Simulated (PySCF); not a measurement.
**A diatomic session: CH**

An exercise on one series of results from a longer session: the logs are not shown, and one member is left open.

Method: H def2-TZVPP, C def2-TZVPP, no relativity; program: PySCF 2.14.0.

Set-up of the first run:

Settings of the job:

```yaml
atoms: H, C
charge: 0
basis: H def2-TZVPP, C def2-TZVPP
Hamiltonian: no relativity
basis_functions: 45
electrons_treated: 7
masses_in_u: 1.0078, 12.0000
levels: PBE0, PBE, r²SCAN, M06-2X, B3LYP, LDA, BHandHLYP, CAM-B3LYP, HF, MP2, SCS-MP2, CCSD, CCSD(T)
grid: 80 radial by 434 angular points
occupations: held fixed by the projection of orbital angular momentum
dissociation_limit: H + C, each in its ground configuration
starting_distance_in_angstrom: 1.030
values_of_2S_to_try: 1, 3
```

On the command line:

```bash
$ OMP_NUM_THREADS=1 python dia.py task.json out
```

Among the steps run: The job; PBE0 along the bond; Other states along the same grid; PBE; r²SCAN (meta-GGA); M06-2X; B3LYP; LDA; BHandHLYP; CAM-B3LYP (range-separated hybrid); UHF; Adding correlation.

One table of the session follows, with a row left open; its other results are not shown here.

Energy (eV) from each level's lowest point:

| R (Å) | UHF | UHF-MP2 | UHF-SCS-MP2 | UHF-CCSD | UHF-CCSD(T) |
| --- | --- | --- | --- | --- | --- |
| 0.968 | 0.390 | 0.421 | 0.423 | n/a | n/a |
| 1.012 | 0.159 | 0.181 | 0.183 | 0.201 | 0.205 |
| 1.058 | 0.036 | 0.049 | 0.050 | 0.061 | 0.064 |
| 1.091 | 0.000 | 0.005 | 0.006 | 0.012 | 0.013 |
| 1.125 | ? | ? | ? | ? | ? |
| 1.159 | 0.038 | 0.027 | 0.026 | 0.019 | 0.018 |
| 1.204 | 0.125 | 0.102 | 0.100 | 0.084 | 0.080 |
| 1.260 | 0.282 | 0.244 | 0.240 | 0.211 | 0.204 |
| 1.327 | 0.522 | 0.465 | 0.459 | 0.411 | 0.400 |
| 1.417 | 0.892 | 0.814 | 0.806 | n/a | n/a |

**Question.** Estimate the row for R (Å) = 1.125.

Worked estimate for «UHF». A straight line through the neighbours (1.091, 0.000) and (1.159, 0.038) gives 0.000 + (0.038 − 0.000) × (1.125 − 1.091) / (1.159 − 1.091) = 0.019; a parabola fitted to 4 rows on both sides gives 0.003.

**Answer.** UHF: 0.003; UHF-MP2: 0.000; UHF-SCS-MP2: 0.000; UHF-CCSD: 0.000; UHF-CCSD(T): 0.000. In «UHF» the line misses by +0.016 and the parabola by 0.000.

State 2 has its PBE0 minimum 0.53 eV higher. The other levels ran on the lowest alone.
